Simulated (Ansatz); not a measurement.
Molecule: isobutane, C4H10, charge 0, multiplicity 1. 
Coordinates optimised at B3LYP-D3(BJ)/def2-TZVP (Ansatz, a program for electronic structure):
```xyz
14

C     -0.0001     0.0018     0.3735
H     -0.0004     0.0072     1.4696
C      0.0053     1.4545    -0.1028
H      0.0058     1.5017    -1.1956
H     -0.8762     1.9925     0.2527
H      0.8904     1.9861     0.2532
C      1.2575    -0.7325    -0.0917
H      1.3032    -0.7643    -1.1842
H      2.1624    -0.2356     0.2644
H      1.2737    -1.7623     0.2716
C     -1.2627    -0.7234    -0.0925
H     -1.3079    -0.7549    -1.1849
H     -1.2865    -1.7530     0.2709
H     -2.1642    -0.2200     0.2631
```

Parts of the frozen-core correlation energy in cc-pVDZ (Ansatz, hartree). Frozen orbitals: 4; correlated occupied orbitals by spin: 13 and 13; virtual: 89 and 89. Spin-orbit coupling is left out. Non-relativistic.

| term | value |
|---|---|
| reference (HF) | -157.31047 |
| MP2 opposite-spin | [?] |
| MP2 same-spin | -0.13079 |
| CCSD correlation | [?] |
| (T) | [?] |
| T1 diagnostic | 0.006 |
| largest doubles amplitude | 0.020 |

Q: Some entries are withheld; supply them.

A: 
- MP2 opposite-spin, value: -0.45952
- CCSD correlation, value: -0.65220
- (T), value: -0.01834
